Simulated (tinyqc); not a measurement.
Worked calculation: RHF in the sto-6g basis, for H2O, spin multiplicity 1. One step of it, computed by the program tinyqc.

Task: Iteration 2: building the Fock matrix. J_ij = sum D_kl (ij|kl), K_ij = sum D_kl (ik|jl); F = H + J - 0.5 K; E = tr D H + tr D J / 2 - 0.25 tr D K + E_nn.

D after iteration 1, order 1O 1s, 1O 2s, 1O 2px, 1O 2py, 1O 2pz, 2H 1s, 3H 1s:
```
[[2.102124, -0.433685, 0.000000, -0.000239, 0.089996, -0.030242, -0.030538],
 [-0.433685, 1.895934, 0.000000, 0.002643, -0.545596, 0.032640, 0.031414],
 [0.000000, 0.000000, 2.000000, 0.000000, 0.000000, 0.000000, 0.000000],
 [-0.000239, 0.002643, 0.000000, 0.989398, 0.000239, 0.506716, -0.505558],
 [0.089996, -0.545596, 0.000000, 0.000239, 1.375269, 0.431544, 0.430903],
 [-0.030242, 0.032640, 0.000000, 0.506716, 0.431544, 0.419305, -0.099091],
 [-0.030538, 0.031414, 0.000000, -0.505558, 0.430903, -0.099091, 0.418193]]
```

core Hamiltonian H = T + V (hartree), order 1O 1s, 1O 2s, 1O 2px, 1O 2py, 1O 2pz, 2H 1s, 3H 1s:
```
[[-32.979116, -7.289545, 0.000000, 0.000199, -0.017722, -1.544234, -1.575097],
 [-7.289545, -9.195511, 0.000000, 0.001925, -0.200621, -3.386172, -3.434880],
 [0.000000, 0.000000, -7.432329, 0.000000, 0.000000, 0.000000, 0.000000],
 [0.000199, 0.001925, 0.000000, -7.574419, 0.001066, -1.907315, 1.927883],
 [-0.017722, -0.200621, 0.000000, 0.001066, -7.512486, -1.492436, -1.508751],
 [-1.544234, -3.386172, 0.000000, -1.907315, -1.492436, -4.850502, -1.351509],
 [-1.575097, -3.434880, 0.000000, 1.927883, -1.508751, -1.351509, -4.880880]]
```

Two-electron integrals (ij|kl) in chemists' order, unique and non-zero (hartree):
```
(11|11) 4.787491    (21|11) 0.675884    (21|21) 0.121505    (22|11) 1.117379
(22|21) 0.249212    (22|22) 0.817383    (31|31) 0.025762    (32|31) 0.039145
(32|32) 0.180664    (33|11) 1.117381    (33|21) 0.249212    (33|22) 0.817382
(33|33) 0.880663    (41|41) 0.025762    (42|41) 0.039145    (42|42) 0.180664
(43|43) 0.047461    (44|11) 1.117381    (44|21) 0.249212    (44|22) 0.817382
(44|33) 0.785741    (44|44) 0.880663    (51|51) 0.025762    (52|51) 0.039145
(52|52) 0.180664    (53|53) 0.047461    (54|54) 0.047461    (55|11) 1.117381
(55|21) 0.249212    (55|22) 0.817382    (55|33) 0.785741    (55|44) 0.785741
(55|55) 0.880663    (61|11) 0.151667    (61|21) 0.026131    (61|22) 0.052416
(61|33) 0.052304    (61|41) 0.001022    (61|42) 0.001995    (61|44) 0.052520
(61|51) 0.000767    (61|52) 0.001498    (61|54) 0.000163    (61|55) 0.052426
(61|61) 0.005728    (62|11) 0.365665    (62|21) 0.082682    (62|22) 0.299880
(62|33) 0.294920    (62|41) 0.005288    (62|42) 0.038889    (62|44) 0.304435
(62|51) 0.003971    (62|52) 0.029202    (62|54) 0.007144    (62|55) 0.300285
(62|61) 0.017873    (62|62) 0.136386    (63|31) 0.009224    (63|32) 0.051798
(63|43) 0.008037    (63|53) 0.006035    (63|63) 0.019381    (64|11) 0.209957
(64|21) 0.048152    (64|22) 0.186281    (64|33) 0.177869    (64|41) 0.011930
(64|42) 0.074663    (64|44) 0.199802    (64|51) 0.002032    (64|52) 0.017170
(64|54) 0.010434    (64|55) 0.181173    (64|61) 0.010889    (64|62) 0.103018
(64|64) 0.096375    (65|11) 0.157662    (65|21) 0.036158    (65|22) 0.139883
(65|33) 0.133566    (65|41) 0.002032    (65|42) 0.017170    (65|44) 0.137966
(65|51) 0.010750    (65|52) 0.064691    (65|54) 0.011341    (65|55) 0.148118
(65|61) 0.008177    (65|62) 0.077359    (65|64) 0.057817    (65|65) 0.062797
(66|11) 0.506002    (66|21) 0.116541    (66|22) 0.483089    (66|33) 0.463750
(66|41) 0.009756    (66|42) 0.097771    (66|44) 0.500848    (66|51) 0.007326
(66|52) 0.073419    (66|54) 0.027858    (66|55) 0.484669    (66|61) 0.025461
(66|62) 0.277179    (66|64) 0.239105    (66|65) 0.179550    (66|66) 0.774999
(71|11) 0.154721    (71|21) 0.026656    (71|22) 0.053465    (71|33) 0.053349
(71|41) -0.001041   (71|42) -0.002033   (71|44) 0.053570    (71|51) 0.000782
(71|52) 0.001527    (71|54) -0.000166   (71|55) 0.053474    (71|61) 0.005754
(71|62) 0.017604    (71|64) 0.009762    (71|65) 0.008054    (71|66) 0.024739
(71|71) 0.005961    (72|11) 0.371207    (72|21) 0.083926    (72|22) 0.304165
(72|33) 0.299148    (72|41) -0.005364   (72|42) -0.039358   (72|44) 0.308769
(72|51) 0.004030    (72|52) 0.029567    (72|54) -0.007228   (72|55) 0.304577
(72|61) 0.017519    (72|62) 0.111567    (72|64) 0.058174    (72|65) 0.061458
(72|66) 0.185098    (72|71) 0.018504    (72|72) 0.140007    (73|31) 0.009387
(73|32) 0.052631    (73|43) -0.008144   (73|53) 0.006118    (73|63) 0.015360
(73|73) 0.019954    (74|11) -0.212403   (74|21) -0.048710   (74|22) -0.188301
(74|33) -0.179785   (74|41) 0.012127    (74|42) 0.075725    (74|44) -0.201993
(74|51) -0.002059   (74|52) -0.017350   (74|54) 0.010565    (74|55) -0.183126
(74|61) -0.009678   (74|62) -0.057886   (74|64) -0.015343   (74|65) -0.031187
(74|66) -0.085407   (74|71) -0.011238   (74|72) -0.105398   (74|74) 0.098473
(75|11) 0.159566    (75|21) 0.036593    (75|22) 0.141460    (75|33) 0.135062
(75|41) -0.002059   (75|42) -0.017350   (75|44) 0.139510    (75|51) 0.010933
(75|52) 0.065664    (75|54) -0.011485   (75|55) 0.149808    (75|61) 0.007993
(75|62) 0.061333    (75|64) 0.031263    (75|65) 0.048604    (75|66) 0.111338
(75|71) 0.008443    (75|72) 0.079180    (75|74) -0.058987   (75|75) 0.064267
(76|11) 0.134691    (76|21) 0.030747    (76|22) 0.120330    (76|33) 0.117647
(76|41) 0.000006    (76|42) 0.000067    (76|44) 0.120033    (76|51) 0.002356
(76|52) 0.020309    (76|54) 0.000017    (76|55) 0.123311    (76|61) 0.006572
(76|62) 0.053954    (76|64) 0.035227    (76|65) 0.034410    (76|66) 0.112482
(76|71) 0.006702    (76|72) 0.054581    (76|74) -0.035444   (76|75) 0.034726
(76|76) 0.026053    (77|11) 0.509776    (77|21) 0.117397    (77|22) 0.486062
(77|33) 0.466568    (77|41) -0.009869   (77|42) -0.098519   (77|44) 0.503951
(77|51) 0.007414    (77|52) 0.074011    (77|54) -0.028083   (77|55) 0.487666
(77|61) 0.024431    (77|62) 0.183577    (77|64) 0.085121    (77|65) 0.110677
(77|66) 0.323268    (77|71) 0.026163    (77|72) 0.281543    (77|74) -0.242093
(77|75) 0.181871    (77|76) 0.112482    (77|77) 0.774999
```

nuclear repulsion = 8.71164767 hartree

Give: Coulomb J; exchange K; Fock matrix F; total energy of this density.

Result:

Coulomb J (hartree), order 1O 1s, 1O 2s, 1O 2px, 1O 2py, 1O 2pz, 2H 1s, 3H 1s:
```
[[17.6015, 3.1357, 0.0000, 0.0000, -0.0091, 0.6786, 0.6923],
 [3.1357, 8.2861, 0.0000, -0.0002, 0.0186, 3.0172, 3.0604],
 [0.0000, 0.0000, 8.2934, 0.0000, 0.0000, 0.0000, 0.0000],
 [0.0000, -0.0002, 0.0000, 8.2817, -0.0002, 1.8654, -1.8856],
 [-0.0091, 0.0186, 0.0000, -0.0002, 8.2832, 1.4129, 1.4288],
 [0.6786, 3.0172, 0.0000, 1.8654, 1.4129, 4.9339, 1.2129],
 [0.6923, 3.0604, 0.0000, -1.8856, 1.4288, 1.2129, 4.9611]]
```

exchange K (hartree), order 1O 1s, 1O 2s, 1O 2px, 1O 2py, 1O 2pz, 2H 1s, 3H 1s:
```
[[9.8124, 1.5355, 0.0000, 0.0000, 0.0009, 0.3564, 0.3633],
 [1.5355, 2.6296, 0.0000, -0.0005, -0.1150, 1.0530, 1.0666],
 [0.0000, 0.0000, 2.2821, 0.0000, 0.0000, 0.0000, 0.0000],
 [0.0000, -0.0005, 0.0000, 1.9119, -0.0017, 0.6581, -0.6624],
 [0.0009, -0.1150, 0.0000, -0.0017, 2.0464, 0.5074, 0.5107],
 [0.3564, 1.0530, 0.0000, 0.6581, 0.5074, 1.1176, 0.3732],
 [0.3633, 1.0666, 0.0000, -0.6624, 0.5107, 0.3732, 1.1297]]
```

Fock matrix F (hartree), order 1O 1s, 1O 2s, 1O 2px, 1O 2py, 1O 2pz, 2H 1s, 3H 1s:
```
[[-20.2838, -4.9216, 0.0000, 0.0002, -0.0273, -1.0438, -1.0645],
 [-4.9216, -2.2242, 0.0000, 0.0019, -0.1246, -0.8955, -0.9078],
 [0.0000, 0.0000, -0.2800, 0.0000, 0.0000, 0.0000, 0.0000],
 [0.0002, 0.0019, 0.0000, -0.2487, 0.0016, -0.3710, 0.3735],
 [-0.0273, -0.1246, 0.0000, 0.0016, -0.2525, -0.3332, -0.3353],
 [-1.0438, -0.8955, 0.0000, -0.3710, -0.3332, -0.4754, -0.3253],
 [-1.0645, -0.9078, 0.0000, 0.3735, -0.3353, -0.3253, -0.4847]]
```

total energy of this density = -75.639319 hartree
